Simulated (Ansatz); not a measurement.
# SiPH (singlet): PBE, r2SCAN, PBE0, B3LYP, wB97M-V, B2PLYP, RPA-PBE over vertical spin and charge gaps, 6-31G

Aim: run SiPH (singlet) with these functionals over vertical spin and charge gaps, and hold them against the top wave-function level at the same points.

Program: Ansatz 0.2.0, Gaussian basis. Level of theory: 6-31G, all electrons in the functionals, frozen cores in the correlation of double hybrids and RPA. These are calculated values, not measurements.

Plan: PBE, r2SCAN, PBE0, B3LYP, wB97M-V, B2PLYP, RPA-PBE, at charge 0, singlet; charge 0, triplet; charge 1, doublet.

4 further runs of the same task are left out: 4 set aside as unsound or not needed.

### 1 The system

The geometry is a PBE0/def2-TZVP stationary point (not a proven minimum).

3 atoms, charge 0, spin multiplicity 1.

Atoms are counted from 1 here; the program's logs count them from 0.

Bond lengths: Si1–P2 2.045 Å, P2–H3 1.492 Å. Angles: Si1–P2–H3 60.6°.

Coordinates:

```tsv
atom	x (Å)	y (Å)	z (Å)
Si1	0.0000	-0.0098	1.0767
P2	0.0000	-0.0326	-0.9681
H3	0.0000	1.2752	-0.2504
```

No dispersion term is added; wB97M-V holds VV10 nonlocal correlation. B3LYP takes the VWN-RPA correlation.

The geometry shown and the zero of energy belong to the point charge 0, singlet. The yardstick, FCI, and other wave-function levels (R restricted, U unrestricted, valence and pair active spaces) come from earlier runs.

### 2 PBE, charge 0, singlet

Input file in.yaml:

```yaml
crystal:
  periodic: [false, false, false]
  atoms:
    - {symbol: Si, position_ang: [0.000000, -0.009804, 1.076668]}
    - {symbol: P, position_ang: [0.000000, -0.032609, -0.968123]}
    - {symbol: H, position_ang: [0.000000, 1.275240, -0.250352]}
basis:
  gaussian: {orbitals: 6-31G}
magnetization: {spin_polarized: true, initial_magnetization: 0}
hamiltonian: {xc: {name: PBE}}
output: {orbitals: {seedname: orbitals}}
```

Started as:

```sh
ansatz run in.yaml --threads 1 --pin off --events-out ev --progress --plain --max-ram 4096MiB --backend cpu
```

Further steps of the session: PBE, charge 0, triplet; PBE, charge 1, doublet; r2SCAN, charge 0, singlet; r2SCAN, charge 0, triplet; r2SCAN, charge 1, doublet; PBE0, charge 0, singlet; PBE0, charge 0, triplet; PBE0, charge 1, doublet; B3LYP, charge 0, singlet; B3LYP, charge 0, triplet; B3LYP, charge 1, doublet; wB97M-V, charge 0, singlet; wB97M-V, charge 0, triplet; wB97M-V, charge 1, doublet; B2PLYP, charge 0, singlet; B2PLYP, charge 0, triplet; B2PLYP, charge 1, doublet; RPA-PBE, charge 0, singlet; RPA-PBE, charge 0, triplet; RPA-PBE, charge 1, doublet.

**Question.** What will the summary of the whole plan be? Wanted: singlet to triplet, FCI; ionisation to the doublet cation, FCI; largest miss, PBE; largest miss, r2SCAN; largest miss, PBE0; largest miss, B3LYP; largest miss, wB97M-V; largest miss, B2PLYP; largest miss, RPA-PBE.

The runs gave:

| quantity | value |
| --- | --- |
| singlet to triplet, FCI | 53.5 kcal/mol |
| ionisation to the doublet cation, FCI | 199.5 kcal/mol |
| largest miss, PBE | +15.1 kcal/mol (ionisation to the doublet cation) |
| largest miss, r2SCAN | +17.0 kcal/mol (ionisation to the doublet cation) |
| largest miss, PBE0 | +17.6 kcal/mol (ionisation to the doublet cation) |
| largest miss, B3LYP | +17.1 kcal/mol (ionisation to the doublet cation) |
| largest miss, wB97M-V | +18.4 kcal/mol (ionisation to the doublet cation) |
| largest miss, B2PLYP | +14.7 kcal/mol (ionisation to the doublet cation) |
| largest miss, RPA-PBE | +2.7 kcal/mol (singlet to triplet) |
| largest miss, RCCSD(T) | +0.3 kcal/mol (ionisation to the doublet cation) |
| largest miss, UCCSD(T) | +0.5 kcal/mol (singlet to triplet) |

What this shows: Of the functionals, RPA-PBE keep the smallest largest miss at the points compared (at most 2.7 kcal/mol) and wB97M-V strays most (18.4 kcal/mol, at ionisation to the doublet cation). Functionals and the yardstick converge differently with the basis, so part of each miss in 6-31G is the basis.
